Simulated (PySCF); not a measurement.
Reaction (SMILES): CCN → CC[NH-] + H+
B3LYP-D3(BJ)/def2-TZVP geometries, fixed; electronic energies without zero-point terms.
Largest species:
```xyz
10

C      1.2101    -0.3675    -0.0020
C      0.0059     0.5734    -0.0002
N     -1.3057    -0.0740     0.0024
H      2.1508     0.1897    -0.0039
H      1.2028    -1.0109     0.8816
H      1.1996    -1.0116    -0.8851
H      0.0502     1.2284    -0.8744
H      0.0533     1.2290     0.8732
H     -1.4054    -0.6706     0.8165
H     -1.4083    -0.6712    -0.8110
```

Effect of the auxiliary basis of density fitting at M06-2X/aug-cc-pVTZ with PySCF, against the last row, where the deprotonation energy is 407.15 kcal/mol. Species with rotatable bonds are taken in one conformer. The proton leaves the site shown, which need not be the most acidic.

| setting | fitting functions, largest species | largest shift of a total energy (mEh) | shift of the deprotonation energy (kcal/mol) |
|---|---|---|---|
| density fitting: autoaux | 1215 | 0.001 | 0.000 |
| density fitting: def2-universal-jkfit | 353 | -0.039 | 0.006 |
| density fitting: cc-pvtz-jkfit | 447 | -0.107 | -0.065 |
| density fitting: cc-pvqz-jkfit | 675 | -0.087 | -0.053 |
| density fitting: none | - | 0.000 | 0.000 |

Within 0.05 kcal/mol in the deprotonation energy: density fitting: autoaux; density fitting: def2-universal-jkfit. The largest shift is 0.107 mEh in a total energy and 0.065 kcal/mol in the difference.
